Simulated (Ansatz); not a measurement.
```yaml
crystal:
  periodic: [false, false, false]
  atoms:
    - {symbol: Si, position_ang: [-1.781874, 0.000829, -0.003257]}
    - {symbol: Ga, position_ang: [0.667669, -0.000311, 0.001220]}
    - {symbol: H, position_ang: [1.733312, 1.254200, 0.000622]}
    - {symbol: H, position_ang: [1.732134, -1.255814, 0.005712]}
basis:
  gaussian: {orbitals: def2-TZVP}
magnetization: {spin_polarized: true, initial_magnetization: 1}
hamiltonian: {xc: pbe0}
relax: {f_tol: 0.004, max_steps: 80}
```

```sh
$ ansatz run in.yaml --threads 1 --pin off --events-out ev --progress --plain --max-ram 2176MiB
```

Steps of the relaxation (energy above the last step; positions in Å, forces in eV/Å):

```
4
step 1, 173.6 meV
Si   -1.782    0.001   -0.003    0.499    0.000    0.001
Ga    0.668    0.000    0.001    1.056    0.000    0.002
H     1.733    1.254    0.001   -0.778   -0.224   -0.001
H     1.732   -1.256    0.006   -0.778    0.225   -0.002
```

```
4
step 2, 18.7 meV
Si   -1.618    0.001   -0.003   -0.014    0.000    0.000
Ga    0.780    0.000    0.001    0.347   -0.002    0.001
H     1.595    1.392    0.000   -0.167   -0.426    0.001
H     1.594   -1.393    0.006   -0.167    0.428   -0.001
```

```
4
step 3, 0.9 meV
Si   -1.633    0.001   -0.003    0.024    0.000    0.000
Ga    0.766   -0.001    0.001    0.083    0.001    0.000
H     1.609    1.338    0.000   -0.053   -0.018    0.000
H     1.609   -1.339    0.006   -0.053    0.017    0.000
```

```
4
step 5, 0.0 meV
Si   -1.622    0.001   -0.003   -0.002    0.000    0.000
Ga    0.775    0.000    0.001    0.002    0.000    0.000
H     1.600    1.345    0.000    0.000    0.000    0.000
H     1.599   -1.346    0.006    0.000    0.000    0.000
```

Close pairs at the end: Ga2–H4 1.578 Å, Ga2–H3 1.578 Å, Si1–Ga2 2.397 Å.

A stationary point of unrestricted PBE0 after 5 steps, with ⟨S²⟩ = 0.756 against 0.75 for a pure state; no frequencies were run, so it isn't proven a minimum. 63 s on 1 thread of Intel Xeon Platinum 8488C, shared host.
